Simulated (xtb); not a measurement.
xtb input (GFN2-xTB):

```bash
xtb mol.xyz --gfn 2 --sp --chrg -1 --uhf 0
```
mol.xyz:
```
2

Be    -0.00000000    -0.00000000    -0.26948411
H      0.00000000     0.00000000     1.07793645
```

End of the output:

```
         :::::::::::::::::::::::::::::::::::::::::::::::::::::
         ::                     SUMMARY                     ::
         :::::::::::::::::::::::::::::::::::::::::::::::::::::
         :: total energy              -1.110639965319 Eh    ::
         :: gradient norm              0.143898752853 Eh/a0 ::
         :: HOMO-LUMO gap              5.324434944548 eV    ::
         ::.................................................::
         :: SCC energy                -1.115864227612 Eh    ::
         :: -> isotropic ES            0.201270447367 Eh    ::
         :: -> anisotropic ES         -0.021507898165 Eh    ::
         :: -> anisotropic XC         -0.039113963503 Eh    ::
         :: -> dispersion             -0.003183118547 Eh    ::
         :: repulsion energy           0.005224262294 Eh    ::
         :: add. restraining           0.000000000000 Eh    ::
         :: total charge              -1.000000000000 e     ::
         :::::::::::::::::::::::::::::::::::::::::::::::::::::

           -------------------------------------------------
          |                Property Printout                |
           -------------------------------------------------

    * Orbital Energies and Occupations

         #    Occupation            Energy/Eh            Energy/eV
      -------------------------------------------------------------
         1        2.0000           -0.0727756              -1.9803
         2        2.0000            0.2219605               6.0399 (HOMO)
         3                          0.4176299              11.3643 (LUMO)
         4                          0.4176299              11.3643
         5                          0.9396380              25.5689
      -------------------------------------------------------------
                  HL-Gap            0.1956694 Eh            5.3244 eV
             Fermi-level            0.3197952 Eh            8.7021 eV

     #   Z          covCN         q      C6AA      α(0)
     1   4 Be       0.875    -0.014    90.131    28.469
     2   1 H        0.875    -0.986  1239.496    55.122

 Mol. C6AA /au·bohr⁶  :       1868.609146
 Mol. C8AA /au·bohr⁸  :      31507.809431
 Mol. α(0) /au        :         83.591625

Wiberg/Mayer (AO) data.
largest (>0.10) Wiberg bond orders for each atom

 ---------------------------------------------------------------------------
     #   Z sym  total        # sym  WBO       # sym  WBO       # sym  WBO
 ---------------------------------------------------------------------------
     1   4 Be   0.028
     2   1 H    0.028
 ---------------------------------------------------------------------------

molecular dipole:
                 x           y           z       tot (Debye)
 q only:        0.000       0.000      -2.001
   full:        0.000      -0.000       0.383       0.974
molecular quadrupole (traceless):
                xx          xy          yy          xz          yz          zz
 q only:        2.048       0.000       2.048       0.000       0.000      -4.095
  q+dip:        3.475       0.000       3.475       0.000      -0.000      -6.950
Note: The following floating-point exceptions are signalling: IEEE_DENORMAL
normal termination of xtb
   full:        4.186       0.000       4.186       0.000      -0.000      -8.371

           -------------------------------------------------
          | TOTAL ENERGY               -1.110639965319 Eh   |
          | GRADIENT NORM               0.143898752853 Eh/α |
          | HOMO-LUMO GAP               5.324434944548 eV   |
           -------------------------------------------------

------------------------------------------------------------------------
------------------------------------------------------------------------
 total:
 SCF:
```

This state (charge -1, singlet) is run at the relaxed geometry of the species with charge 0 and multiplicity 2.
